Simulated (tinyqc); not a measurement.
Inside a calculation (part 2 of 2). Method: MP2 on RHF in the sto-6g basis, frozen core, for H3O+, spin multiplicity 1. Computed by tinyqc, a small Python program that keeps every step (integrals from PySCF). Command: `OMP_NUM_THREADS=1 python tinyqc.py 30463 30464 out.jsonl` (the two numbers bound the seeds that draw the settings). One thread of a shared host (Intel(R) Xeon(R) Processor @ 2.60GHz), about 0.2 s of CPU time with the checks.

Geometry (angstrom):
```
atom         x         y        z
O      0.00000   0.00000  0.19500
H      0.98700   0.00000  0.00000
H     -0.49300   0.85400  0.00000
H     -0.49300  -0.85400  0.00000
```

## Iteration 1: diagonalisation and new density

Fock matrix F (hartree):
```
            1O 1s     1O 2s    1O 2px    1O 2py    1O 2pz     2H 1s     3H 1s     4H 1s
1O 1s   -20.94990  -5.09050   0.00003   0.00000   0.01366  -1.09458  -1.09684  -1.09684
1O 2s    -5.09050  -2.71779   0.00017   0.00000   0.07214  -1.11658  -1.11815  -1.11815
1O 2px    0.00003   0.00017  -0.87480   0.00000  -0.00005  -0.60521   0.30281   0.30281
1O 2py    0.00000   0.00000   0.00000  -0.87498   0.00000   0.00000  -0.52452   0.52452
1O 2pz    0.01366   0.07214  -0.00005   0.00000  -0.80963   0.13627   0.13650   0.13650
2H 1s    -1.09458  -1.11658  -0.60521   0.00000   0.13627  -0.81412  -0.38708  -0.38708
3H 1s    -1.09684  -1.11815   0.30281  -0.52452   0.13650  -0.38708  -0.81523  -0.38759
4H 1s    -1.09684  -1.11815   0.30281   0.52452   0.13650  -0.38708  -0.38759  -0.81523
```

X:
```
           1O 1s     1O 2s    1O 2px    1O 2py    1O 2pz     2H 1s     3H 1s     4H 1s
1O 1s    1.02344  -0.14366   0.00001   0.00000   0.00384   0.01807   0.01809   0.01809
1O 2s   -0.14366   1.29292  -0.00023   0.00000  -0.04360  -0.25567  -0.25624  -0.25624
1O 2px   0.00001  -0.00023   1.11147   0.00000   0.00004  -0.25717   0.12874   0.12874
1O 2py   0.00000   0.00000   0.00000   1.11168   0.00000   0.00000  -0.22307   0.22307
1O 2pz   0.00384  -0.04360   0.00004   0.00000   1.00699   0.04109   0.04121   0.04121
2H 1s    0.01807  -0.25567  -0.25717   0.00000   0.04109   1.18124  -0.06192  -0.06192
3H 1s    0.01809  -0.25624   0.12874  -0.22307   0.04121  -0.06192   1.18178  -0.06200
4H 1s    0.01809  -0.25624   0.12874   0.22307   0.04121  -0.06192  -0.06200   1.18178
```

Diagonalise F' = X^T F X, C = X C', fill 5 alpha and 5 beta electrons from the bottom; D = 2 C_occ C_occ^T. Each column has its largest component positive (the first on a tie).

F' = X^T F X (hartree):
```
           1         2         3         4         5         6         7         8
1  -20.60860  -2.56576   0.00003   0.00000   0.01879  -0.17183  -0.17245  -0.17245
2   -2.56576  -1.41944  -0.00022   0.00000  -0.01399  -0.49209  -0.49301  -0.49301
3    0.00003  -0.00022  -0.60386   0.00000   0.00004  -0.50958   0.25496   0.25496
4    0.00000   0.00000   0.00000  -0.60360   0.00000   0.00000  -0.44181   0.44181
5    0.01879  -0.01399   0.00004   0.00000  -0.79413   0.08182   0.08203   0.08203
6   -0.17183  -0.49209  -0.50958   0.00000   0.08182  -0.26948  -0.10251  -0.10251
7   -0.17245  -0.49301   0.25496  -0.44181   0.08203  -0.10251  -0.26921  -0.10268
8   -0.17245  -0.49301   0.25496   0.44181   0.08203  -0.10251  -0.10268  -0.26921
```

orbital energies (hartree): MO1 -20.95386, MO2 -1.64348, MO3 -1.04700, MO4 -1.04677, MO5 -0.80642, MO6 0.10716, MO7 0.27598, MO8 0.27687

coefficients C:
```
             MO1       MO2       MO3       MO4       MO5       MO6       MO7       MO8
1O 1s    0.99620  -0.21999   0.00000  -0.00007  -0.03588  -0.16422  -0.00057   0.00000
1O 2s    0.01827   0.81383   0.00000   0.00043   0.17501   1.09434   0.00418   0.00000
1O 2px  -0.00001  -0.00017   0.00000   0.72416  -0.00016   0.00259  -0.90013   0.00000
1O 2py   0.00000   0.00000   0.72402   0.00000   0.00000   0.00000   0.00000   0.90063
1O 2pz  -0.00147  -0.07496   0.00000   0.00011   0.98281  -0.22244  -0.00088   0.00000
2H 1s   -0.00351   0.13534   0.00000   0.37767  -0.03856  -0.65129   0.97463   0.00000
3H 1s   -0.00352   0.13561   0.32707  -0.18872  -0.03852  -0.64720  -0.49058  -0.84634
4H 1s   -0.00352   0.13561  -0.32707  -0.18872  -0.03852  -0.64720  -0.49058   0.84634
```

D after iteration 1:
```
           1O 1s     1O 2s    1O 2px    1O 2py    1O 2pz     2H 1s     3H 1s     4H 1s
1O 1s    2.08420  -0.33423  -0.00003   0.00000  -0.04047  -0.06384  -0.06389  -0.06389
1O 2s   -0.33423   1.38656   0.00029   0.00000   0.22194   0.20699   0.20695   0.20695
1O 2px  -0.00003   0.00029   1.04880   0.00000  -0.00013   0.54695  -0.27336  -0.27336
1O 2py   0.00000   0.00000   0.00000   1.04842   0.00000   0.00000   0.47361  -0.47361
1O 2pz  -0.04047   0.22194  -0.00013   0.00000   1.94309  -0.09599  -0.09609  -0.09609
2H 1s   -0.06384   0.20699   0.54695   0.00000  -0.09599   0.32491  -0.10285  -0.10285
3H 1s   -0.06389   0.20695  -0.27336   0.47361  -0.09609  -0.10285   0.32495  -0.10294
4H 1s   -0.06389   0.20695  -0.27336  -0.47361  -0.09609  -0.10285  -0.10294   0.32495
```

## Iteration 8 (converged): orbitals

converged F (hartree):
```
            1O 1s     1O 2s    1O 2px    1O 2py    1O 2pz     2H 1s     3H 1s     4H 1s
1O 1s   -21.09180  -5.09823   0.00002   0.00000   0.01315  -1.09960  -1.10186  -1.10186
1O 2s    -5.09823  -2.85442   0.00024   0.00000   0.06687  -1.13577  -1.13739  -1.13739
1O 2px    0.00002   0.00024  -0.88801   0.00000  -0.00006  -0.62726   0.31386   0.31386
1O 2py    0.00000   0.00000   0.00000  -0.88831   0.00000   0.00000  -0.54362   0.54362
1O 2pz    0.01315   0.06687  -0.00006   0.00000  -0.89142   0.15123   0.15146   0.15146
2H 1s    -1.09960  -1.13577  -0.62726   0.00000   0.15123  -0.83861  -0.36602  -0.36602
3H 1s    -1.10186  -1.13739   0.31386  -0.54362   0.15146  -0.36602  -0.83975  -0.36654
4H 1s    -1.10186  -1.13739   0.31386   0.54362   0.15146  -0.36602  -0.36654  -0.83975
```

As before.

F' = X^T F X (hartree):
```
           1         2         3         4         5         6         7         8
1  -20.75801  -2.52973   0.00000   0.00000   0.01826  -0.17925  -0.17989  -0.17989
2   -2.52973  -1.60593  -0.00013   0.00000  -0.02531  -0.48235  -0.48320  -0.48320
3    0.00000  -0.00013  -0.60577   0.00000   0.00003  -0.52392   0.26213   0.26213
4    0.00000   0.00000   0.00000  -0.60567   0.00000   0.00000  -0.45418   0.45418
5    0.01826  -0.02531   0.00003   0.00000  -0.87286   0.09651   0.09670   0.09670
6   -0.17925  -0.48235  -0.52392   0.00000   0.09651  -0.29405  -0.07653  -0.07653
7   -0.17989  -0.48320   0.26213  -0.45418   0.09670  -0.07653  -0.29383  -0.07667
8   -0.17989  -0.48320   0.26213   0.45418   0.09670  -0.07653  -0.07667  -0.29383
```

orbital energies (hartree): MO1 -21.09494, MO2 -1.75626, MO3 -1.08245, MO4 -1.08216, MO5 -0.89488, MO6 0.06223, MO7 0.25890, MO8 0.25962

coefficients C:
```
             MO1       MO2       MO3       MO4       MO5       MO6       MO7       MO8
1O 1s    0.99662  -0.22878   0.00000  -0.00009  -0.03700  -0.14864  -0.00038   0.00000
1O 2s    0.01616   0.88033   0.00000   0.00050   0.19537   1.03801   0.00304   0.00000
1O 2px   0.00000  -0.00023   0.00000   0.70468  -0.00021   0.00182  -0.91547   0.00000
1O 2py   0.00000   0.00000   0.70460   0.00000   0.00000   0.00000   0.00000   0.91591
1O 2pz  -0.00131  -0.07241   0.00000   0.00020   0.97638  -0.24994  -0.00072   0.00000
2H 1s   -0.00295   0.09585   0.00000   0.39852  -0.06176  -0.65564   0.96687   0.00000
3H 1s   -0.00295   0.09605   0.34509  -0.19918  -0.06165  -0.65290  -0.48585  -0.83915
4H 1s   -0.00295   0.09605  -0.34509  -0.19918  -0.06165  -0.65290  -0.48585   0.83915
```

D after iteration 8:
```
           1O 1s     1O 2s    1O 2px    1O 2py    1O 2pz     2H 1s     3H 1s     4H 1s
1O 1s    2.09394  -0.38506  -0.00001   0.00000  -0.04172  -0.04523  -0.04524  -0.04524
1O 2s   -0.38506   1.62681   0.00022   0.00000   0.25397   0.14493   0.14472   0.14472
1O 2px  -0.00001   0.00022   0.99314   0.00000  -0.00011   0.56164  -0.28073  -0.28073
1O 2py   0.00000   0.00000   0.00000   0.99292   0.00000   0.00000   0.48630  -0.48630
1O 2pz  -0.04172   0.25397  -0.00011   0.00000   1.91711  -0.13432  -0.13437  -0.13437
2H 1s   -0.04523   0.14493   0.56164   0.00000  -0.13432   0.34366  -0.13271  -0.13271
3H 1s   -0.04524   0.14472  -0.28073   0.48630  -0.13437  -0.13271   0.34359  -0.13276
4H 1s   -0.04524   0.14472  -0.28073  -0.48630  -0.13437  -0.13271  -0.13276   0.34359
```

## Convergence

Stop when the energy changes by less than 1e-10 hartree and every element of the error matrix X^T (F D S - S D F) X is below 3e-06.

Course of the cycle:
```
iteration  E (hartree)     change  largest element of the error matrix
1          -75.8436527          -                             6.03e-01
2          -76.0285782  -1.85e-01                             8.99e-02
3          -76.0405081  -1.19e-02                             1.54e-02
4          -76.0410697  -5.62e-04                             2.03e-03
5          -76.0410828  -1.31e-05                             7.84e-04
6          -76.0410850  -2.18e-06                             1.04e-05
7          -76.0410850  -1.34e-10                             1.26e-07
8          -76.0410850  -2.84e-14                             2.15e-08
```

PySCF RHF in the same basis = -76.0410850 hartree

Converged in 8 iterations.

## Populations, bond orders and dipole

overlap S:
```
          1O 1s    1O 2s    1O 2px    1O 2py    1O 2pz     2H 1s     3H 1s     4H 1s
1O 1s   1.00000  0.23114   0.00000   0.00000   0.00000   0.04955   0.04965   0.04965
1O 2s   0.23114  1.00000   0.00000   0.00000   0.00000   0.44536   0.44592   0.44592
1O 2px  0.00000  0.00000   1.00000   0.00000   0.00000   0.36817  -0.18422  -0.18422
1O 2py  0.00000  0.00000   0.00000   1.00000   0.00000   0.00000   0.31912  -0.31912
1O 2pz  0.00000  0.00000   0.00000   0.00000   1.00000  -0.07274  -0.07287  -0.07287
2H 1s   0.04955  0.44536   0.36817   0.00000  -0.07274   1.00000   0.18878   0.18878
3H 1s   0.04965  0.44592  -0.18422   0.31912  -0.07287   0.18878   1.00000   0.18899
4H 1s   0.04965  0.44592  -0.18422  -0.31912  -0.07287   0.18878   0.18899   1.00000
```

Mulliken: Z minus the diagonal of D S on the atom; Loewdin: the same with S^(1/2) D S^(1/2); Mayer order: 2 sum_s sum (D(s) S)_ij (D(s) S)_ji over the two atoms.

Charges (e):
```
atom  Mulliken   Loewdin
1O    -0.28273  -0.01702
2H     0.42759   0.33916
3H     0.42757   0.33893
4H     0.42757   0.33893
```

Mayer bond orders:
```
pair    order
2-1   0.78629
3-1   0.78630
3-2   0.01544
4-1   0.78630
4-2   0.01544
4-3   0.01544
```

dipole moment about the origin, x y z (debye): 0.00249  0.00000  -0.59835

## Integrals over molecular orbitals

core Hamiltonian H = T + V (hartree):
```
            1O 1s     1O 2s    1O 2px    1O 2py    1O 2pz     2H 1s     3H 1s     4H 1s
1O 1s   -33.51000  -7.41226   0.00002   0.00000   0.00866  -1.59899  -1.60229  -1.60229
1O 2s    -7.41226  -9.72080   0.00023   0.00000   0.09791  -3.61253  -3.61790  -3.61790
1O 2px    0.00002   0.00023  -8.08137   0.00000  -0.00006  -2.50556   1.25405   1.25405
1O 2py    0.00000   0.00000   0.00000  -8.08161   0.00000   0.00000  -2.17225   2.17225
1O 2pz    0.00866   0.09791  -0.00006   0.00000  -7.93210   0.52207   0.52309   0.52309
2H 1s    -1.59899  -3.61253  -2.50556   0.00000   0.52207  -5.17068  -1.26682  -1.26682
3H 1s    -1.60229  -3.61790   1.25405  -2.17225   0.52309  -1.26682  -5.17400  -1.26847
4H 1s    -1.60229  -3.61790   1.25405   2.17225   0.52309  -1.26682  -1.26847  -5.17400
```

Given earlier and not repeated: Two-electron integrals (ij|kl) in chemists' order.

(pq|rs) = sum C_ip C_jq C_kr C_ls (ij|kl), one index at a time.

one-electron integrals over orbitals h = C^T H C (hartree):
```
           1         2         3         4         5         6         7         8
1  -33.49639   0.58030   0.00000   0.00023   0.08944   0.37935   0.00098   0.00000
2    0.58030  -8.21252   0.00000  -0.00004  -0.11527  -1.46318  -0.00408   0.00000
3    0.00000   0.00000  -7.05515   0.00000   0.00000   0.00000   0.00000  -1.75794
4    0.00023  -0.00004   0.00000  -7.05444  -0.00030  -0.00472   1.75823   0.00000
5    0.08944  -0.11527   0.00000  -0.00030  -7.87213   0.38383   0.00046   0.00000
6    0.37935  -1.46318   0.00000  -0.00472   0.38383  -5.05337   0.00072   0.00000
7    0.00098  -0.00408   0.00000   1.75823   0.00046   0.00072  -5.60102   0.00000
8    0.00000   0.00000  -1.75794   0.00000   0.00000   0.00000   0.00000  -5.60165
```

Two-electron integrals over orbitals (pq|rs), unique and non-zero (hartree); the lowest 1 orbital is frozen and left out:
```
(22|22) 0.72680     (32|32) 0.13926     (33|22) 0.66029     (33|33) 0.66703
(42|22) -0.00010    (42|33) -0.03374    (42|42) 0.13919     (43|32) -0.03372
(43|43) 0.04196     (44|22) 0.66018     (44|33) 0.58297     (44|42) 0.03382
(44|44) 0.66698     (52|22) -0.01266    (52|33) 0.00289     (52|42) -4.12e-07
(52|44) 0.00288     (52|52) 0.14705     (53|32) 0.00245     (53|43) 0.00327
(53|53) 0.03434     (54|22) 2.07e-05    (54|33) 0.00330     (54|42) 0.00244
(54|44) -0.00325    (54|52) 4.65e-05    (54|54) 0.03434     (55|22) 0.74941
(55|33) 0.65770     (55|42) 2.32e-05    (55|44) 0.65765     (55|52) 0.05392
(55|54) 0.00006     (55|55) 0.87723     (62|22) 0.14110     (62|33) 0.09908
(62|42) 0.00015     (62|44) 0.09906     (62|52) -0.01676    (62|54) 2.85e-05
(62|55) 0.16136     (62|62) 0.07757     (63|32) -0.01200    (63|43) 0.02576
(63|53) 0.00485     (63|63) 0.05431     (64|22) 0.00047     (64|33) 0.02613
(64|42) -0.01212    (64|44) -0.02544    (64|52) 4.97e-05    (64|54) 0.00487
(64|55) 0.00052     (64|62) 0.00028     (64|64) 0.05454     (65|22) -0.04786
(65|33) -0.02633    (65|42) 0.00005     (65|44) -0.02628    (65|52) 0.05949
(65|54) 0.00007     (65|55) -0.03583    (65|62) -0.03269    (65|64) -0.00008
(65|65) 0.03858     (66|22) 0.51758     (66|33) 0.50066     (66|42) 0.00042
(66|44) 0.50102     (66|52) -0.03598    (66|54) -4.65e-05   (66|55) 0.50555
(66|62) 0.04860     (66|64) -0.00011    (66|65) -0.02612    (66|66) 0.46590
(72|22) 0.00042     (72|33) -0.01102    (72|42) -0.05094    (72|44) 0.01153
(72|52) -1.39e-05   (72|54) -0.01096    (72|55) 0.00045     (72|62) 0.00011
(72|64) -0.03661    (72|65) -0.00009    (72|66) 0.00011     (72|72) 0.05341
(73|32) -0.03897    (73|43) 0.00505     (73|53) 0.00372     (73|63) 0.02593
(73|73) 0.03378     (74|22) -0.16610    (74|33) -0.13183    (74|42) 0.03887
(74|44) -0.12187    (74|52) -0.02234    (74|54) -0.00373    (74|55) -0.19148
(74|62) -0.08482    (74|64) -0.02615    (74|65) 0.01903     (74|66) -0.04144
(74|72) 2.02e-06    (74|74) 0.14634     (75|22) -0.00005    (75|33) 0.00743
(75|42) -0.02338    (75|44) -0.00751    (75|52) 0.00016     (75|54) -0.02273
(75|55) -2.25e-05   (75|62) -0.00008    (75|64) 0.00920     (75|65) 3.60e-05
(75|66) -0.00014    (75|72) 0.00699     (75|74) -0.00872    (75|75) 0.02446
(76|22) 2.09e-05    (76|33) 0.04329     (76|42) -0.10053    (76|44) -0.04349
(76|52) -0.00007    (76|54) 0.00846     (76|55) -0.00008    (76|62) -0.00006
(76|64) 0.05121     (76|65) -0.00009    (76|66) -0.00056    (76|72) 0.00507
(76|74) -0.05073    (76|75) 0.01981     (76|76) 0.12400     (77|22) 0.57996
(77|33) 0.52257     (77|42) 0.03068     (77|44) 0.59642     (77|52) 0.00191
(77|54) -0.00668    (77|55) 0.57895     (77|62) 0.07109     (77|64) -0.04186
(77|65) -0.01573    (77|66) 0.48361     (77|72) 0.02106     (77|74) -0.06814
(77|75) -0.00881    (77|76) -0.06079    (77|77) 0.57744     (82|32) 0.05089
(82|43) 0.01132     (82|53) 0.01096     (82|63) 0.03662     (82|73) 0.00041
(82|82) 0.05341     (83|22) 0.16600     (83|33) 0.12182     (83|42) 0.03896
(83|44) 0.13186     (83|52) 0.02234     (83|54) -0.00368    (83|55) 0.19145
(83|62) 0.08484     (83|64) -0.02566    (83|65) -0.01898    (83|66) 0.04187
(83|72) 0.00053     (83|74) -0.08122    (83|75) -0.00878    (83|76) -0.05095
(83|77) 0.10285     (83|83) 0.14643     (84|32) 0.03897     (84|43) -0.00500
(84|53) -0.00370    (84|63) -0.02580    (84|73) -0.03165    (84|82) -0.00030
(84|84) 0.03368     (85|32) 0.02338     (85|43) -0.00745    (85|53) 0.02274
(85|63) -0.00916    (85|73) -0.00877    (85|82) 0.00698     (85|84) 0.00876
(85|85) 0.02446     (86|32) 0.10044     (86|43) -0.04315    (86|53) -0.00841
(86|63) -0.05080    (86|73) -0.05091    (86|82) 0.00512     (86|84) 0.05081
(86|85) 0.01975     (86|86) 0.12345     (87|32) 0.03140     (87|43) -0.03719
(87|53) -0.00673    (87|63) -0.04232    (87|73) -0.01782    (87|82) -0.02083
(87|84) 0.01772     (87|85) 0.00892     (87|86) 0.06130     (87|87) 0.04916
(88|22) 0.58013     (88|33) 0.59671     (88|42) -0.03114    (88|44) 0.52243
(88|52) 0.00193     (88|54) 0.00673     (88|55) 0.57907     (88|62) 0.07118
(88|64) 0.04253     (88|65) -0.01579    (88|66) 0.48311     (88|72) -0.02063
(88|74) -0.10306    (88|75) 0.00887     (88|76) 0.06119     (88|77) 0.48046
(88|83) 0.06789     (88|88) 0.57808
```

## Second-order Moller-Plesset energy

Hartree-Fock energy = -76.0410850 hartree

E2 = sum_ijab (ia|jb) [2 (ia|jb) - (ib|ja)] / (e_i + e_j - e_a - e_b) over occupied i, j and virtual a, b; the opposite-spin part is (ia|jb)^2 / denominator, the rest is same-spin, and SCS-MP2 scales them by 6/5 and 1/3.

Terms (the 40 largest of 74):
```
i  j  a  b   (ia|jb)   (ib|ja)  denominator       term
3  3  8  8   0.14643   0.14643     -2.68415   -0.00799
4  4  7  7   0.14634   0.14634     -2.68212   -0.00798
3  4  8  7  -0.08122  -0.03165     -2.68314   -0.00396
4  3  7  8  -0.08122  -0.03165     -2.68314   -0.00396
2  3  6  8   0.08484   0.03662     -3.16057   -0.00357
3  2  8  6   0.08484   0.03662     -3.16057   -0.00357
2  4  6  7  -0.08482  -0.03661     -3.15956   -0.00357
4  2  7  6  -0.08482  -0.03661     -3.15956   -0.00357
2  2  6  6   0.07757   0.07757     -3.63699   -0.00165
4  4  6  6   0.05454   0.05454     -2.28879   -0.00130
3  3  6  6   0.05431   0.05431     -2.28937   -0.00129
5  5  6  6   0.03858   0.03858     -1.91423   -0.00078
2  2  7  7   0.05341   0.05341     -4.03033   -0.00071
2  2  8  8   0.05341   0.05341     -4.03177   -0.00071
3  3  7  7   0.03378   0.03378     -2.68270   -0.00043
4  4  8  8   0.03368   0.03368     -2.68357   -0.00042
2  5  6  6  -0.03269  -0.03269     -2.77561   -0.00039
5  2  6  6  -0.03269  -0.03269     -2.77561   -0.00039
4  4  7  6  -0.02615  -0.02615     -2.48545   -0.00028
4  4  6  7  -0.02615  -0.02615     -2.48545   -0.00028
3  3  6  7   0.02593   0.02593     -2.48604   -0.00027
3  3  7  6   0.02593   0.02593     -2.48604   -0.00027
3  4  6  8  -0.02580  -0.02566     -2.48647   -0.00027
4  3  8  6  -0.02580  -0.02566     -2.48647   -0.00027
3  4  8  6  -0.02566  -0.02580     -2.48647   -0.00026
4  3  6  8  -0.02566  -0.02580     -2.48647   -0.00026
5  5  7  7   0.02446   0.02446     -2.30757   -0.00026
5  5  8  8   0.02446   0.02446     -2.30901   -0.00026
4  5  7  6   0.01903   0.00920     -2.29818   -0.00024
5  4  6  7   0.01903   0.00920     -2.29818   -0.00024
3  5  8  6  -0.01898  -0.00916     -2.29919   -0.00024
5  3  6  8  -0.01898  -0.00916     -2.29919   -0.00024
4  3  8  7  -0.03165  -0.08122     -2.68314    0.00021
3  4  7  8  -0.03165  -0.08122     -2.68314    0.00021
2  4  7  6  -0.03661  -0.08482     -3.15956    0.00013
4  2  6  7  -0.03661  -0.08482     -3.15956    0.00013
2  3  8  6   0.03662   0.08484     -3.16057    0.00013
3  2  6  8   0.03662   0.08484     -3.16057    0.00013
5  3  7  8  -0.00878  -0.00877     -2.49586  -3.09e-05
3  5  8  7  -0.00878  -0.00877     -2.49586  -3.09e-05
```

Pair energies (hartree; pair i-j sums ij and ji):
```
pair  opposite spin  same spin
2-2        -0.00307          0
3-2        -0.00540   -0.00147
3-3        -0.01024          0
4-2        -0.00540   -0.00147
4-3        -0.00673   -0.00183
4-4        -0.01026          0
5-2        -0.00083  -7.22e-11
5-3        -0.00051   -0.00008
5-4        -0.00051   -0.00008
5-5        -0.00130          0
```

MP2 correlation energy = -0.0491969 hartree

SCS-MP2 correlation energy = -0.0547526 hartree

MP2 total energy = -76.0902819 hartree
